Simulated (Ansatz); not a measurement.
## Ligand exchange: SiH2(NH2)(SiH3) + C5H10O → SiH2(OH)(SiH3) + C5H11N

Species: SiH2(NH2)(SiH3), singlet; C5H10O (cyclopentanol) `OC1CCCC1`, singlet; SiH2(OH)(SiH3) (disilanol), singlet; C5H11N `NC1CCCC1`, singlet. The partners trade NH2 for OH: Si–NH2 and C–OH bonds give way to Si–OH and C–NH2.

Shapes, held fixed at every level: PBE0-D4/def2-TZVP. Flexible molecules stand in one conformer, not always the lowest. Programs: Ansatz 0.2.0. Electronic energies: no zero-point or thermal term.

```
                level                   kind  ΔE (kJ/mol)  less CCSD(T)/CBS estimate
          HF/def2-SVP           Hartree–Fock        -41.7                       +6.6
    PBE-D4/def2-TZVPP                    GGA        -42.9                       +5.4
  B3LYP-D4/def2-TZVPP          global hybrid        -45.7                       +2.6
   PBE0-D4/def2-TZVPP          global hybrid        -44.4                       +3.9
r2SCAN0-D4/def2-TZVPP          global hybrid        -46.2                       +2.1
       MP2/def2-TZVPP    perturbation theory        -50.5                       -2.2
        CCSD/def2-SVP  coupled cluster or CI        -43.1                       +5.2
 CCSD(T)/CBS estimate  coupled cluster or CI        -48.3                        0.0
```

The highest level, CCSD(T)/CBS estimate, gives ΔE = -48.3 kJ/mol; the levels span -50.5 to -41.7. The column of differences is taken from that level and isn't an error. No measured value is set beside it here. The CBS estimate extrapolates MP2 from def2-TZVPP and def2-QZVPP and adds CCSD(T) − MP2 in the triple-zeta set, cores frozen.
